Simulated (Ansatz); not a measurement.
Reaction (SMILES): C#C (C2H2) → 2 C atom + 2 H atom
B3LYP-D3(BJ)/def2-TZVP geometries, fixed; electronic energies without zero-point terms.
Largest species:
```xyz
4

C      0.0000     0.0000    -0.5984
C      0.0000     0.0000     0.5984
H      0.0000     0.0000     1.6611
H      0.0000     0.0000    -1.6611
```

The atomisation energy at MP2 with Ansatz (a program for electronic structure), in kcal/mol, split into its Hartree-Fock and correlation parts. Cores are frozen. Open shells are unrestricted. No added dispersion term, no relativity. Functions are those of the species that has most.

```json
[
 {"basis": "cc-pVDZ", "X": "2", "functions": "38", "Hartree-Fock": "285.10", "MP2": "379.77"},
 {"basis": "cc-pVTZ", "X": "3", "functions": "88", "Hartree-Fock": "293.13", "MP2": "402.99"},
 {"basis": "cc-pVQZ", "X": "4", "functions": "170", "Hartree-Fock": "293.94", "MP2": "409.51"}
]
```

Worked estimate of the basis-set limit from each neighbouring pair, with Hartree-Fock from the larger set and the correlation part extrapolated as X^-3.
Correlation parts: X = 2: 94.67, X = 3: 109.86, X = 4: 115.57.
- (2,3): (27·(109.86) - 8·(94.67))/19 = 116.26; with Hartree-Fock 293.13 the estimate is 409.39 kcal/mol.
- (3,4): (64·(115.57) - 27·(109.86))/37 = 119.74; with Hartree-Fock 293.94 the estimate is 413.68 kcal/mol.
The last two estimates differ by 4.29 kcal/mol; the largest set lies 4.17 from the last. Over the last step Hartree-Fock moves by 0.81 and the correlation part by 5.71.
